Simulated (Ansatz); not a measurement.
# The fluorine atom (doublet): density functionals in 6-31G*

What do functionals of several rungs give for the fluorine atom (doublet)?

Computed with Ansatz 0.2.0, Gaussian basis. Level: 6-31G*, all electrons in the functionals, frozen cores in the correlation of double hybrids and RPA.

Plan: SPW92, PBE, BLYP, revPBE, r2SCAN, B97M-V, PBE0, B3LYP, r2SCANh, r2SCAN0, BHLYP, CAM-B3LYP, wB97X-V, wB97M-V, HSE06, B2PLYP, PBE-QIDH, RPA-PBE.

### 1 The atom

A free atom, in its lowest state of this spin that the program finds.

1 atom, charge 0, spin multiplicity 2.

No dispersion term is added; B97M-V, wB97X-V, wB97M-V hold VV10 nonlocal correlation. B3LYP takes the VWN-RPA correlation. HSE06 is the plane-wave form.

### 2 SPW92 (unrestricted)

Contents of in.yaml:

```yaml
crystal:
  periodic: [false, false, false]
  atoms:
    - {symbol: F, position_ang: [0.000000, 0.000000, 0.000000]}
basis:
  gaussian: {orbitals: "6-31G*"}
magnetization: {spin_polarized: true, initial_magnetization: 1}
hamiltonian: {xc: {name: SPW92}}
```

Run with:

```console
$ ansatz run in.yaml --threads 1 --pin off --events-out ev --progress --plain --max-ram 2393MiB
```

What it wrote:

```text
Functional definition: SPW92
  name "SPW92"
  cite "Dirac, Proc. Camb. Phil. Soc. 26, 376 (1930) doi:10.1017/S0305004100016108"
  cite "Slater, Phys. Rev. 81, 385 (1951) doi:10.1103/PhysRev.81.385"
  cite "Perdew & Wang, Phys. Rev. B 45, 13244 (1992) doi:10.1103/PhysRevB.45.13244"
  exchange = slater_x
  correlation = pw_c
117 factors; their error is unknown
mean field evaluation 1: about -2695.1601 eV, gradient 4.6e0 eV
mean field evaluation 2: about -2695.0863 eV, gradient 6.5e0 eV
mean field evaluation 4: about -2695.2077 eV, gradient 2.3e0 eV
mean field evaluation 8: about -2695.2077 eV, gradient 2.3e0 eV
mean field evaluation 16: about -2695.2196 eV, gradient 6.0e-2 eV
mean field -2695.21929944 eV, -99.0474823690 hartree, gradient 1.1e-6 eV, S^2 0.750692; 2 other end points of the search recorded, 0 dependent functions left out
reference -2695.21930250 eV, -99.0474824815 hartree; 5, 4 occupied and 10, 11 virtual orbitals, 117 factors
Total energy: -2695.21930250 eV, -99.0474824815 hartree
```

Wall time 0.09 s (1 thread of Intel Xeon 6975P-C, shared host).

From the report: ⟨S²⟩ of the determinant 0.751 (pure doublet: 0.75).

### 3 PBE (unrestricted)

in.yaml: that of step 2 with these lines changed.

```diff
@@ -7,2 +7,3 @@
 magnetization: {spin_polarized: true, initial_magnetization: 1}
-hamiltonian: {xc: {name: SPW92}}
+hamiltonian: {xc: {name: PBE}}
+output: {orbitals: {seedname: orbitals}}
```

Same command.

What it wrote:

```text
Functional definition: PBE
  name "PBE"
  cite "Perdew, Burke & Ernzerhof, Phys. Rev. Lett. 77, 3865 (1996) doi:10.1103/PhysRevLett.77.3865"
  parent pbe
  parameter kappa = 0.804
  parameter beta = 0.06672455060314922
  exchange = pbe_x(kappa = kappa, mu = beta*pi^2/3)
  correlation = pbe_c(beta = beta)
117 factors; their error is unknown
mean field evaluation 1: about -2710.5445 eV, gradient 5.3e0 eV
mean field evaluation 2: about -2710.5784 eV, gradient 4.4e0 eV
mean field evaluation 4: about -2710.6312 eV, gradient 2.7e-3 eV
mean field evaluation 8: about -2710.6240 eV, gradient 2.4e-5 eV
mean field evaluation 16: about -2710.5440 eV, gradient 4.4e0 eV
mean field -2710.62400162 eV, -99.6135947327 hartree, gradient 2.4e-5 eV, S^2 0.750812; 2 other end points of the search recorded, 0 dependent functions left out
reference -2710.62400503 eV, -99.6135948577 hartree; 5, 4 occupied and 10, 11 virtual orbitals, 117 factors
Total energy: -2710.62400503 eV, -99.6135948577 hartree
```

It took 0.15 s on 1 thread of Intel Xeon 6975P-C, shared host.

From the report: ⟨S²⟩ of the determinant 0.751 (pure doublet: 0.75).

### 4 BLYP (unrestricted)

in.yaml: that of step 3 with these lines changed.

```diff
@@ -7,3 +7,2 @@
 magnetization: {spin_polarized: true, initial_magnetization: 1}
-hamiltonian: {xc: {name: PBE}}
-output: {orbitals: {seedname: orbitals}}
+hamiltonian: {xc: {name: BLYP}}
```

Same command.

What it wrote:

```text
Functional definition: BLYP
  name "BLYP"
  cite "Becke, Phys. Rev. A 38, 3098 (1988) doi:10.1103/PhysRevA.38.3098"
  cite "Lee, Yang & Parr, Phys. Rev. B 37, 785 (1988) doi:10.1103/PhysRevB.37.785"
  parameter beta = 0.0042
  parameter a = 0.04918
  parameter b = 0.132
  parameter c = 0.2533
  parameter d = 0.349
  exchange = b88_x(beta = beta)
  correlation = lyp_c(a = a, b = b, c = c, d = d)
117 factors; their error is unknown
mean field evaluation 1: about -2712.9438 eV, gradient 5.7e0 eV
mean field evaluation 2: about -2712.9675 eV, gradient 5.2e0 eV
mean field evaluation 4: about -2713.0406 eV, gradient 2.3e-3 eV
mean field evaluation 8: about -2713.0335 eV, gradient 2.7e-5 eV
mean field evaluation 16: about -2713.0332 eV, gradient 8.0e-2 eV
mean field -2713.03345493 eV, -99.7021405087 hartree, gradient 2.7e-5 eV, S^2 0.750768; 1 other end points of the search recorded, 0 dependent functions left out
reference -2713.03350949 eV, -99.7021425138 hartree; 5, 4 occupied and 10, 11 virtual orbitals, 117 factors
Total energy: -2713.03350949 eV, -99.7021425138 hartree
```

It took 0.12 s on 1 thread of Intel Xeon 6975P-C, shared host.

From the report: ⟨S²⟩ of the determinant 0.751 (pure doublet: 0.75).

### 5 revPBE (unrestricted)

in.yaml: that of step 4 with these lines changed.

```diff
@@ -7,2 +7,2 @@
 magnetization: {spin_polarized: true, initial_magnetization: 1}
-hamiltonian: {xc: {name: BLYP}}
+hamiltonian: {xc: {name: revPBE}}
```

The command is unchanged.

What it wrote:

```text
Functional definition: revPBE
  name "revPBE"
  cite "Zhang & Yang, Phys. Rev. Lett. 80, 890 (1998) doi:10.1103/PhysRevLett.80.890"
  cite "Perdew, Burke & Ernzerhof, Phys. Rev. Lett. 77, 3865 (1996) doi:10.1103/PhysRevLett.77.3865"
  parameter kappa = 1.245
  parameter beta = 0.06672455060314922
  exchange = pbe_x(kappa = kappa, mu = beta*pi^2/3)
  correlation = pbe_c(beta = beta)
117 factors; their error is unknown
mean field evaluation 1: about -2712.3405 eV, gradient 5.2e0 eV
mean field evaluation 2: about -2712.3770 eV, gradient 4.2e0 eV
mean field evaluation 4: about -2712.4262 eV, gradient 3.1e-3 eV
mean field evaluation 8: about -2712.4189 eV, gradient 2.8e-6 eV
mean field evaluation 16: about -2712.2937 eV, gradient 5.6e0 eV
mean field -2712.41892481 eV, -99.6795569432 hartree, gradient 2.8e-6 eV, S^2 0.750878; 2 other end points of the search recorded, 0 dependent functions left out
reference -2712.41892905 eV, -99.6795570990 hartree; 5, 4 occupied and 10, 11 virtual orbitals, 117 factors
Total energy: -2712.41892905 eV, -99.6795570990 hartree
```

Run time: 0.15 s. Hardware: 1 thread of Intel Xeon 6975P-C, shared host.

From the report: ⟨S²⟩ of the determinant 0.751 (pure doublet: 0.75).

### 6 r2SCAN (unrestricted)

in.yaml: that of step 5 with these lines changed.

```diff
@@ -7,2 +7,2 @@
 magnetization: {spin_polarized: true, initial_magnetization: 1}
-hamiltonian: {xc: {name: revPBE}}
+hamiltonian: {xc: {name: r2SCAN}}
```

Launched as before.

What it wrote:

```text
Functional definition: r2SCAN
  name "r2SCAN"
  cite "Furness, Kaplan, Ning, Perdew & Sun, J. Phys. Chem. Lett. 11, 8208 (2020) doi:10.1021/acs.jpclett.0c02405"
  cite "Furness, Kaplan, Ning, Perdew & Sun, J. Phys. Chem. Lett. 11, 9248 (2020) doi:10.1021/acs.jpclett.0c03077"
  parent r2scan
  parameter k0 = 0.174
  parameter k1 = 0.065
  parameter a1 = 4.9479
  exchange = r2scan_x(k0 = k0, k1 = k1, a1 = a1)
  correlation = r2scan_c
117 factors; their error is unknown
mean field evaluation 1: about -2712.2071 eV, gradient 5.0e0 eV
mean field evaluation 2: about -2712.2636 eV, gradient 3.0e0 eV
mean field evaluation 4: about -2712.2882 eV, gradient 4.1e-3 eV
mean field evaluation 8: about -2712.2829 eV, gradient 1.1e-4 eV
mean field -2712.28291431 eV, -99.6745586494 hartree, gradient 1.2e-5 eV, S^2 0.751541; 0 other end points of the search recorded, 0 dependent functions left out
reference -2712.28291525 eV, -99.6745586839 hartree; 5, 4 occupied and 10, 11 virtual orbitals, 117 factors
Total energy: -2712.28291525 eV, -99.6745586839 hartree
```

Wall time 0.36 s (1 thread of Intel Xeon 6975P-C, shared host).

From the report: ⟨S²⟩ of the determinant 0.752 (pure doublet: 0.75).

### 7 B97M-V (unrestricted)

in.yaml: that of step 6 with these lines changed.

```diff
@@ -7,2 +7,2 @@
 magnetization: {spin_polarized: true, initial_magnetization: 1}
-hamiltonian: {xc: {name: r2SCAN}}
+hamiltonian: {xc: {name: B97M-V}}
```

The command is unchanged.

What it wrote, cut to the lines that bear on the results:

```text
Functional definition: B97M-V
  name "B97M-V"
  cite "Mardirossian & Head-Gordon, J. Chem. Phys. 142, 074111 (2015) doi:10.1063/1.4907719"
  cite "Becke, J. Chem. Phys. 107, 8554 (1997) doi:10.1063/1.475007"
  cite "Vydrov & Van Voorhis, J. Chem. Phys. 133, 244103 (2010) doi:10.1063/1.3521275"
  # Of w^i u^j: cxij and so on, Table III.
[...]
  gx(w, u) = cx00 + cx01*u + cx02*u^2 + (cx10 + cx11*u)*w
  gss(w, u) = css00 + css02*u^2 + css10*w + (css32*w^3 + css42*w^4)*u^2
  gos(w, u) = cos00 + cos01*u + cos03*u^3 + cos10*w + cos32*w^3*u^2
[...]
      + integral(e_c_pw_mod_opposite_spin*gos(b97_w_opposite, b97_u_opposite)) + vv10(b, c)
117 factors; their error is unknown
[...]
mean field -2712.46263618 eV, -99.6811633064 hartree, gradient 2.7e-6 eV, S^2 0.751826; 0 other end points of the search recorded, 0 dependent functions left out
reference -2712.46264225 eV, -99.6811635296 hartree; 5, 4 occupied and 10, 11 virtual orbitals, 117 factors
Total energy: -2712.46264225 eV, -99.6811635296 hartree
```

It took 0.33 s on 1 thread of Intel Xeon 6975P-C, shared host.

From the report: ⟨S²⟩ of the determinant 0.752 (pure doublet: 0.75).

### 8 PBE0 (unrestricted)

in.yaml: that of step 7 with these lines changed.

```diff
@@ -7,2 +7,3 @@
 magnetization: {spin_polarized: true, initial_magnetization: 1}
-hamiltonian: {xc: {name: B97M-V}}
+hamiltonian: {xc: {name: PBE0}}
+output: {orbitals: {seedname: orbitals}}
```

The command is unchanged.

What it wrote:

```text
Functional definition: PBE0
  name "PBE0"
  cite "Adamo & Barone, J. Chem. Phys. 110, 6158 (1999) doi:10.1063/1.478522"
  cite "Perdew, Burke & Ernzerhof, Phys. Rev. Lett. 77, 3865 (1996) doi:10.1103/PhysRevLett.77.3865"
  parent pbe
  parameter a = 0.25
  parameter kappa = 0.804
  parameter beta = 0.06672455060314922
  exchange = (1 - a)*pbe_x(kappa = kappa, mu = beta*pi^2/3) + a*exact_x
  correlation = pbe_c(beta = beta)
117 factors; their error is unknown
mean field evaluation 1: about -2710.8668 eV, gradient 4.0e0 eV
mean field evaluation 2: about -2710.9140 eV, gradient 1.6e0 eV
mean field evaluation 4: about -2710.9210 eV, gradient 1.6e-2 eV
mean field evaluation 8: about -2710.9244 eV, gradient 1.6e-4 eV
mean field -2710.92442477 eV, -99.6246350798 hartree, gradient 5.5e-6 eV, S^2 0.751116; 0 other end points of the search recorded, 0 dependent functions left out
reference -2710.92442734 eV, -99.6246351741 hartree; 5, 4 occupied and 10, 11 virtual orbitals, 117 factors
Total energy: -2710.92442734 eV, -99.6246351741 hartree
```

It took 0.15 s on 1 thread of Intel Xeon 6975P-C, shared host.

From the report: ⟨S²⟩ of the determinant 0.751 (pure doublet: 0.75).

### 9 B3LYP (unrestricted)

in.yaml: that of step 8 with these lines changed.

```diff
@@ -7,3 +7,2 @@
 magnetization: {spin_polarized: true, initial_magnetization: 1}
-hamiltonian: {xc: {name: PBE0}}
-output: {orbitals: {seedname: orbitals}}
+hamiltonian: {xc: {name: B3LYP}}
```

Same command.

What it wrote:

```text
Functional definition: B3LYP
  name "B3LYP"
  cite "Stephens, Devlin, Chabalowski & Frisch, J. Phys. Chem. 98, 11623 (1994) doi:10.1021/j100096a001"
  cite "Becke, Phys. Rev. A 38, 3098 (1988) doi:10.1103/PhysRevA.38.3098"
  cite "Lee, Yang & Parr, Phys. Rev. B 37, 785 (1988) doi:10.1103/PhysRevB.37.785"
  cite "Vosko, Wilk & Nusair, Can. J. Phys. 58, 1200 (1980) doi:10.1139/p80-159"
  parameter a0 = 0.2
  parameter ax = 0.72
  parameter ac = 0.81
  exchange = (1 - a0 - ax)*slater_x + ax*b88_x + a0*exact_x
  correlation = (1 - ac)*vwn_rpa_c + ac*lyp_c
117 factors; their error is unknown
mean field evaluation 1: about -2713.3380 eV, gradient 4.3e0 eV
mean field evaluation 2: about -2713.3793 eV, gradient 2.5e0 eV
mean field evaluation 4: about -2713.3965 eV, gradient 1.3e-2 eV
mean field evaluation 8: about -2713.3978 eV, gradient 1.0e-4 eV
mean field -2713.39779372 eV, -99.7155297122 hartree, gradient 4.2e-6 eV, S^2 0.750978; 0 other end points of the search recorded, 0 dependent functions left out
reference -2713.39783386 eV, -99.7155311874 hartree; 5, 4 occupied and 10, 11 virtual orbitals, 117 factors
Total energy: -2713.39783386 eV, -99.7155311874 hartree
```

Run time: 0.15 s. Hardware: 1 thread of Intel Xeon 6975P-C, shared host.

From the report: ⟨S²⟩ of the determinant 0.751 (pure doublet: 0.75).

### 10 r2SCANh (unrestricted)

in.yaml: that of step 9 with these lines changed.

```diff
@@ -7,2 +7,2 @@
 magnetization: {spin_polarized: true, initial_magnetization: 1}
-hamiltonian: {xc: {name: B3LYP}}
+hamiltonian: {xc: {name: r2SCANh}}
```

Launched as before.

What it wrote:

```text
Functional definition: r2SCANh
  name "r2SCANh"
  cite "Bursch, Neugebauer, Ehlert & Grimme, J. Chem. Phys. 156, 134105 (2022) doi:10.1063/5.0086040"
  cite "Furness, Kaplan, Ning, Perdew & Sun, J. Phys. Chem. Lett. 11, 8208 (2020) doi:10.1021/acs.jpclett.0c02405"
  cite "Furness, Kaplan, Ning, Perdew & Sun, J. Phys. Chem. Lett. 11, 9248 (2020) doi:10.1021/acs.jpclett.0c03077"
  parent r2scan
  parameter a = 0.1
  parameter k0 = 0.174
  parameter k1 = 0.065
  parameter a1 = 4.9479
  exchange = (1 - a)*r2scan_x(k0 = k0, k1 = k1, a1 = a1) + a*exact_x
  correlation = r2scan_c
117 factors; their error is unknown
mean field evaluation 1: about -2712.1652 eV, gradient 4.7e0 eV
mean field evaluation 2: about -2712.2236 eV, gradient 2.1e0 eV
mean field evaluation 4: about -2712.2359 eV, gradient 1.0e-2 eV
mean field evaluation 8: about -2712.2347 eV, gradient 4.3e-4 eV
mean field -2712.23471879 eV, -99.6727874966 hartree, gradient 1.1e-5 eV, S^2 0.751604; 0 other end points of the search recorded, 0 dependent functions left out
reference -2712.23471965 eV, -99.6727875282 hartree; 5, 4 occupied and 10, 11 virtual orbitals, 117 factors
Total energy: -2712.23471965 eV, -99.6727875282 hartree
```

Run time: 0.24 s. Hardware: 1 thread of Intel Xeon 6975P-C, shared host.

From the report: ⟨S²⟩ of the determinant 0.752 (pure doublet: 0.75).

### 11 r2SCAN0 (unrestricted)

in.yaml: that of step 10 with these lines changed.

```diff
@@ -7,2 +7,2 @@
 magnetization: {spin_polarized: true, initial_magnetization: 1}
-hamiltonian: {xc: {name: r2SCANh}}
+hamiltonian: {xc: {name: r2SCAN0}}
```

Launched as before.

What it wrote:

```text
Functional definition: r2SCAN0
  name "r2SCAN0"
  cite "Bursch, Neugebauer, Ehlert & Grimme, J. Chem. Phys. 156, 134105 (2022) doi:10.1063/5.0086040"
  cite "Furness, Kaplan, Ning, Perdew & Sun, J. Phys. Chem. Lett. 11, 8208 (2020) doi:10.1021/acs.jpclett.0c02405"
  cite "Furness, Kaplan, Ning, Perdew & Sun, J. Phys. Chem. Lett. 11, 9248 (2020) doi:10.1021/acs.jpclett.0c03077"
  parent r2scan
  parameter a = 0.25
  parameter k0 = 0.174
  parameter k1 = 0.065
  parameter a1 = 4.9479
  exchange = (1 - a)*r2scan_x(k0 = k0, k1 = k1, a1 = a1) + a*exact_x
  correlation = r2scan_c
117 factors; their error is unknown
mean field evaluation 1: about -2712.0952 eV, gradient 4.3e0 eV
mean field evaluation 2: about -2712.1550 eV, gradient 1.1e0 eV
mean field evaluation 4: about -2712.1588 eV, gradient 2.5e-2 eV
mean field evaluation 8: about -2712.1636 eV, gradient 5.7e-4 eV
mean field -2712.16358514 eV, -99.6701733833 hartree, gradient 1.7e-5 eV, S^2 0.751699; 0 other end points of the search recorded, 0 dependent functions left out
reference -2712.16358588 eV, -99.6701734106 hartree; 5, 4 occupied and 10, 11 virtual orbitals, 117 factors
Total energy: -2712.16358588 eV, -99.6701734106 hartree
```

Run time: 0.42 s. Hardware: 1 thread of Intel Xeon 6975P-C, shared host.

From the report: ⟨S²⟩ of the determinant 0.752 (pure doublet: 0.75).

### 12 BHLYP (unrestricted)

in.yaml: that of step 11 with these lines changed.

```diff
@@ -7,2 +7,2 @@
 magnetization: {spin_polarized: true, initial_magnetization: 1}
-hamiltonian: {xc: {name: r2SCAN0}}
+hamiltonian: {xc: {name: BHLYP}}
```

The command is unchanged.

What it wrote:

```text
Functional definition: BHLYP
  name "BHLYP"
  cite "Becke, J. Chem. Phys. 98, 1372 (1993) doi:10.1063/1.464304"
  cite "Becke, Phys. Rev. A 38, 3098 (1988) doi:10.1103/PhysRevA.38.3098"
  cite "Lee, Yang & Parr, Phys. Rev. B 37, 785 (1988) doi:10.1103/PhysRevB.37.785"
  parameter a = 0.5
  exchange = (1 - a)*b88_x + a*exact_x
  correlation = lyp_c
66 factors; integrals over basis functions are off by at most 1.6e-4 eV
mean field evaluation 1: about -2712.7523 eV, gradient 3.8e0 eV
mean field evaluation 2: about -2712.8029 eV, gradient 6.0e-1 eV
mean field evaluation 4: about -2712.8048 eV, gradient 1.8e-1 eV
mean field evaluation 8: about -2712.8049 eV, gradient 8.1e-4 eV
mean field -2712.80494694 eV, -99.6937429949 hartree, gradient 2.4e-5 eV, S^2 0.751391; 0 other end points of the search recorded, 0 dependent functions left out
reference -2712.80497454 eV, -99.6937440092 hartree; 5, 4 occupied and 10, 11 virtual orbitals, 66 factors
Total energy: -2712.80497454 eV, -99.6937440092 hartree
```

Wall time 0.15 s (1 thread of Intel Xeon 6975P-C, shared host).

From the report: ⟨S²⟩ of the determinant 0.751 (pure doublet: 0.75).

### 13 CAM-B3LYP (unrestricted)

in.yaml: that of step 12 with these lines changed.

```diff
@@ -7,2 +7,2 @@
 magnetization: {spin_polarized: true, initial_magnetization: 1}
-hamiltonian: {xc: {name: BHLYP}}
+hamiltonian: {xc: {name: CAM-B3LYP}}
```

Same command.

What it wrote, cut to the lines that bear on the results:

```text
Functional definition: CAM-B3LYP
  name "CAM-B3LYP"
  cite "Yanai, Tew & Handy, Chem. Phys. Lett. 393, 51 (2004) doi:10.1016/j.cplett.2004.06.011"
  cite "Iikura, Tsuneda, Yanai & Hirao, J. Chem. Phys. 115, 3540 (2001) doi:10.1063/1.1383587"
  cite "Becke, Phys. Rev. A 38, 3098 (1988) doi:10.1103/PhysRevA.38.3098"
  cite "Lee, Yang & Parr, Phys. Rev. B 37, 785 (1988) doi:10.1103/PhysRevB.37.785"
  cite "Vosko, Wilk & Nusair, Can. J. Phys. 58, 1200 (1980) doi:10.1139/p80-159"
[...]
  # Exact exchange under (alpha + beta erf(omega r))/r, Becke's under what is left of 1/r.
[...]
117 factors; their error is unknown
22 factors; integrals over basis functions are off by at most 1.6e-4 eV
[...]
mean field -2712.74269249 eV, -99.6914551858 hartree, gradient 1.5e-5 eV, S^2 0.750966; 0 other end points of the search recorded, 0 dependent functions left out
reference -2712.74271196 eV, -99.6914559016 hartree; 5, 4 occupied and 10, 11 virtual orbitals, 117 factors
Total energy: -2712.74271196 eV, -99.6914559016 hartree
```

It took 0.12 s on 1 thread of Intel Xeon 6975P-C, shared host.

From the report: ⟨S²⟩ of the determinant 0.751 (pure doublet: 0.75).

### 14 wB97X-V (unrestricted)

in.yaml: that of step 13 with these lines changed.

```diff
@@ -7,2 +7,2 @@
 magnetization: {spin_polarized: true, initial_magnetization: 1}
-hamiltonian: {xc: {name: CAM-B3LYP}}
+hamiltonian: {xc: {name: wB97X-V}}
```

The command is unchanged.

What it wrote, cut to the lines that bear on the results:

```text
Functional definition: wB97X-V
  name "wB97X-V"
  cite "Mardirossian & Head-Gordon, Phys. Chem. Chem. Phys. 16, 9904 (2014) doi:10.1039/C3CP54374A"
  cite "Becke, J. Chem. Phys. 107, 8554 (1997) doi:10.1063/1.475007"
  cite "Vydrov & Van Voorhis, J. Chem. Phys. 133, 244103 (2010) doi:10.1063/1.3521275"
[...]
      + integral(e_c_pw_opposite_spin*poly(b97_u_opposite, cos0, cos1)) + vv10(b, c)
117 factors; their error is unknown
22 factors; integrals over basis functions are off by at most 7.9e-5 eV
[...]
mean field -2712.46879266 eV, -99.6813895528 hartree, gradient 3.6e-5 eV, S^2 0.750976; 0 other end points of the search recorded, 0 dependent functions left out
reference -2712.46879250 eV, -99.6813895470 hartree; 5, 4 occupied and 10, 11 virtual orbitals, 117 factors
Total energy: -2712.46879250 eV, -99.6813895470 hartree
```

Run time: 0.39 s. Hardware: 1 thread of Intel Xeon 6975P-C, shared host.

From the report: ⟨S²⟩ of the determinant 0.751 (pure doublet: 0.75).

### 15 wB97M-V (unrestricted)

in.yaml: that of step 14 with these lines changed.

```diff
@@ -7,2 +7,3 @@
 magnetization: {spin_polarized: true, initial_magnetization: 1}
-hamiltonian: {xc: {name: wB97X-V}}
+hamiltonian: {xc: {name: wB97M-V}}
+output: {orbitals: {seedname: orbitals}}
```

Same command.

What it wrote, cut to the lines that bear on the results:

```text
Functional definition: wB97M-V
  name "wB97M-V"
  cite "Mardirossian & Head-Gordon, J. Chem. Phys. 144, 214110 (2016) doi:10.1063/1.4952647"
  cite "Becke, J. Chem. Phys. 107, 8554 (1997) doi:10.1063/1.475007"
  cite "Vydrov & Van Voorhis, J. Chem. Phys. 133, 244103 (2010) doi:10.1063/1.3521275"
  # Of w^i u^j: cxij and so on, Table III.
[...]
  gx(w, u) = 1 - cx + cx01*u + cx10*w
  gss(w, u) = css00 + css04*u^4 + css10*w + css20*w^2 + css43*w^4*u^3
  gos(w, u) = cos00 + cos10*w + (cos20 + cos21*u)*w^2 + (cos60 + cos61*u)*w^6
[...]
      + integral(e_c_pw_mod_opposite_spin*gos(b97_w_opposite, b97_u_opposite)) + vv10(b, c)
117 factors; their error is unknown
22 factors; integrals over basis functions are off by at most 7.9e-5 eV
[...]
mean field -2712.73266925 eV, -99.6910868387 hartree, gradient 3.9e-5 eV, S^2 0.751069; 0 other end points of the search recorded, 0 dependent functions left out
reference -2712.73267408 eV, -99.6910870162 hartree; 5, 4 occupied and 10, 11 virtual orbitals, 117 factors
Total energy: -2712.73267408 eV, -99.6910870162 hartree
```

It took 0.27 s on 1 thread of Intel Xeon 6975P-C, shared host.

From the report: ⟨S²⟩ of the determinant 0.751 (pure doublet: 0.75).

[end of part 1 of 2]
